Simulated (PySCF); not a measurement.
**How the method moves the HOMO and LUMO of methyl propyl ketone**

Compound: methyl propyl ketone, C5H10O.
Numbering: `[CH3:1][CH2:2][CH2:3][C:4]([CH3:5])=[O:6]` (hydrogens: H7, H8, H9 on C1; H10, H11 on C2; H12, H13 on C3; H14, H15, H16 on C5)

Cartesian coordinates in Å at the PBE0-D3(BJ)/def2-SVP level; atoms count from 1:
```xyz
16
C5H10O angstrom
C     -2.395    0.276    0.588
C     -1.253   -0.427   -0.125
C      0.099    0.208    0.145
C      1.254   -0.489   -0.542
C      2.623    0.118   -0.345
O      1.090   -1.482   -1.210
H     -2.473    1.332    0.284
H     -3.361   -0.204    0.368
H     -2.259    0.259    1.682
H     -1.429   -0.438   -1.213
H     -1.210   -1.488    0.168
H      0.317    0.231    1.229
H      0.110    1.271   -0.162
H      2.881    0.141    0.726
H      3.370   -0.469   -0.893
H      2.636    1.161   -0.699
```

Basis pcSseg-1 throughout (PySCF), one geometry. The structure is a single PBE0-D3(BJ)/def2-SVP conformer in the gas phase; no vibrational or solvent corrections.

Question: How do the orbital energies, the gap and the dipole change with the method?

Answer: 
```tsv
method	kind	HOMO (eV)	LUMO (eV)	gap (eV)	μ (D)	SCF cycles
BLYP	GGA	-5.47	-1.32	4.15	2.62	15
OPBE	GGA	-5.49	-1.35	4.15	2.62	15
PBE	GGA	-5.56	-1.45	4.12	2.63	15
BP86	GGA	-5.69	-1.54	4.15	2.66	15
LDA	LDA	-5.73	-1.67	4.06	2.75	15
B97-2	global hybrid	-6.91	-0.37	6.53	2.78	13
CAM-B3LYP	range-separated hybrid	-8.64	0.95	9.60	2.82	13
BHandHLYP	global hybrid	-8.75	0.99	9.74	2.92	12
wB97X-D	range-separated hybrid	-9.12	1.58	10.71	2.85	14
LC-wPBE	range-separated hybrid	-9.96	2.19	12.14	2.85	14
HF	Hartree–Fock	-11.17	3.94	15.11	3.14	11
```

The HOMO spans 5.70 eV, from BLYP down to HF, and the gap runs from 4.06 eV (LDA) to 15.11 eV (HF). Over the methods BLYP (0 %), OPBE (0 %), PBE (0 %), BP86 (0 %), LDA (0 %), B97-2 (21 %), BHandHLYP (50 %), HF (100 %), a straight line through the gap against the share of exact exchange rises by 1.10 eV for each 10 % (correlation coefficient 1.000). The dipole ranges from 2.62 D (BLYP) to 3.14 D (HF). This basis has no diffuse functions.

The vertical ΔSCF ionisation energy at B3LYP/def2-SVPD is 9.47 eV; −ε(HOMO) comes closest to it with wB97X-D (9.12 eV).
